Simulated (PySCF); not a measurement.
Structure elucidation problem

Molecular formula: C$_{4}$H$_{8}$F$_{2}$. Simulated spectra:

$^{1}$H NMR (500 MHz, computed): δ 1.75 (tq, J = 16.1, 8.4 Hz, 2H), 1.41 (t, J = 17.7 Hz, 3H), 1.05 (t, J = 8.4 Hz, 3H).

$^{13}$C{$^{1}$H} NMR (computed): δ 129.4 (C, t, J = 293.8 Hz), 35.8 (CH2, t, J = 26.9 Hz), 25.7 (CH3, t, J = 29.0 Hz), 6.7 (CH3, t, J = 5.1 Hz).

Method: couplings computed with B3LYP/pcJ-1 (spin–dipole term only in couplings to heteroatoms), coordinates at the PBE0-D3(BJ)/def2-SVP level, GIAO KT2/pcSseg-2 shieldings, in PySCF (non-relativistic Hamiltonian, fast rotation and ring inversion assumed for equivalent nuclei, one computed conformer, isolated molecule).

δ = σ(ref) − σ, references computed at the same level: $^{1}$H (σ = 31.18 ppm) and $^{13}$C (σ = 182.28 ppm) vs TMS.

Task: Deduce the structure.

Result: 
Rings plus π bonds: 0. 4 carbon signals for 4 carbons: no two carbons are equivalent. Carbon types of the structure: 1 × C, 1 × CH2, 2 × CH3, which accounts for all hydrogens. δC 129.4: fully substituted sp3 carbon bonded to 2 F; 2 electronegative neighbours deshield it. δC 35.8: sp3 CH2; aliphatic region, no heteroatom directly attached. δC 25.7, 6.7: methyl carbon; aliphatic region, no heteroatom directly attached. δH 1.75: hydrogen on an sp3 CH2. δH 1.41, 1.05: hydrogen on a methyl carbon. The protons at 1.05 and 1.75 share a coupling of 8.4 Hz (vicinal).

The compound is SMILES CCC(C)(F)F.

The data come from this structure; uniqueness wasn't tested.

Common functionals overestimate the size of one-bond C–F couplings by tens of Hz; these are unscaled. Splittings below 1 Hz are ignored in the labels, and close J values are merged. Unscaled 3J(H,H) at this level run about 10 % above measured values. Shifts are as computed. Against solution values, carbons near 30 ppm lie about +3 ppm off and those near 130 ppm about -1 ppm. Of 1211 compounds with measured shifts, 218 miss one by over three times the rms of a fit or turn the order of signals round; such compounds aren't used in these exercises. Only one conformer was computed, so three-bond couplings in flexible chains and rings are approximate.
